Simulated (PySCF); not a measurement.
## How the method changes the constants of MgAl

State: ²Π (doublet), unpaired electrons π ↑. Set-up: basis Mg aug-cc-pVDZ, Al aug-cc-pV(D+d)Z; no relativity; PySCF 2.14. De refers to Mg + Al in their high-spin ground configurations, without counterpoise correction. The functionals are run spin-unrestricted. A positive dipole means Mg(−)Al(+). Levels whose curve was spin-contaminated or gave no clean fit are not listed.

```
      Level  Re (Å)  ωe (cm⁻¹)  De (eV)  μ (D)
UHF-CCSD(T)   2.943        183    0.278    n/a
        LDA   2.829        226     0.73  -1.27
        PBE   2.877        213     0.58  -1.30
     r²SCAN   2.868        218     0.58  -1.42
       PBE0   2.894        204    0.486  -1.43
    r²SCAN0   2.887        206    0.490  -1.47
      B97-3   2.921        193    0.396  -1.46
```

**Question.** Which functional lies closest to UHF-CCSD(T) in De, which farthest, and by how much do they differ from it?

**Answer.** Closest is B97-3 (-2.2 pm in Re, +5.5 % in ωe, +0.12 eV in De against UHF-CCSD(T) in the same basis), farthest LDA (-11.4 pm in Re, +23.5 % in ωe, +0.45 eV in De). CCSD(T) converges more slowly with the basis than the functionals do and binds too weakly in this one, so the order can change at the basis-set limit.

**Question.** What does a quarter of exact exchange do here, going from PBE to PBE0?

**Answer.** PBE0 less PBE: +1.7 pm in Re, -4.2 % in ωe, -0.09 eV in De. Exact exchange removes part of the self-interaction that spreads semilocal densities, and in most molecules shortens and stiffens the bond and lowers De; here Re and ωe go the other way.

**Question.** What does the step from GGA to meta-GGA do here, going from PBE to r²SCAN?

**Answer.** r²SCAN less PBE: -0.9 pm in Re, +2.3 % in ωe, +0.00 eV in De. 

Correlated steps freeze 6 core orbitals. Correlated levels converge slowly with the basis: in double zeta they bind strong bonds too weakly, by up to about 1 eV, and carry superposition errors of some tenths. The state is the lowest determinant that a PBE0 search found; another state may lie lower at other levels.
